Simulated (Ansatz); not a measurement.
C5H5F (`FC1=CC=CC1`) from Hartree–Fock to CCSD(T)

Cartesian coordinates in Å:
```
F -1.295 -0.580 -1.999
C -0.580 -0.160 -0.962
C -0.043 1.051 -0.789
C 0.646 1.028 0.500
C 0.518 -0.177 1.076
C -0.290 -1.064 0.182
H -0.106 1.888 -1.469
H 1.180 1.875 0.913
H 0.921 -0.488 2.029
H -1.212 -1.417 0.659
H 0.261 -1.956 -0.139
```

Total charge 0; spin multiplicity 1. The structure was optimised at the PBE0-D4/def2-TZVP level. Frozen core, restricted reference, Ansatz. CBS rows extrapolate triple and quadruple zeta; past MP2 they add the triple-zeta difference.

```tsv
basis	HF (Eh)	MP2 corr.	CCSD corr.	(T)	CCSD(T) total
def2-TZVPP	-291.75732	-1.03993	-1.06738	-0.04862	-292.87332
def2-QZVPP	-291.76983	-1.11446	–	–	–
CBS(def2)	-291.77155	-1.16966	-1.19712	as TZ	-293.01729
```
